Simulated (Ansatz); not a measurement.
Gas-phase electronic energies from Ansatz, PBE0-D4/def2-TZVP geometries. CCSD(T)/CBS is the MP2 limit (def2-TZVPP, def2-QZVPP) plus CCSD(T) − MP2 in def2-TZVPP, frozen cores. This one scheme is used for every species. DFT in def2-TZVPP. One conformer a species, not always the lowest.

Consider the ligand exchange at a B–C bond: `CBN` + H–F → `NBF` + CH₄.

CCSD(T)/CBS gives -134.7 kJ/mol.

Task: Another level gave -137.8 kJ/mol. Which?
A. PBE0/def2-TZVPP
B. r2SCAN0/def2-TZVPP
C. BLYP/def2-TZVPP
D. HF/def2-TZVPP

Result: A. PBE0 -137.8, BLYP -150.5, r2SCAN0 -144.3, HF/def2-TZVPP -160.8 kJ/mol.

Largest T1 diagnostic among the species: 0.012.

At CCSD(T), def2-SVP lies −22.5 kJ/mol from the extrapolated value and def2-TZVPP −3.9 kJ/mol. The D4 term adds +4.3 kJ/mol with B3LYP and +2.3 kJ/mol with PBE0; it sums over pairs of atoms, weighted by their polarisabilities, and B3LYP, whose exchange is more repulsive, gets the larger term. In def2-TZVPP, CCSD(T) changes the Hartree–Fock value by +22.2 kJ/mol (the triples alone add +2.0 kJ/mol) and MP2 by +23.7 kJ/mol.

B3LYP here is the variant with VWN-RPA as its local correlation; programs differ in this.
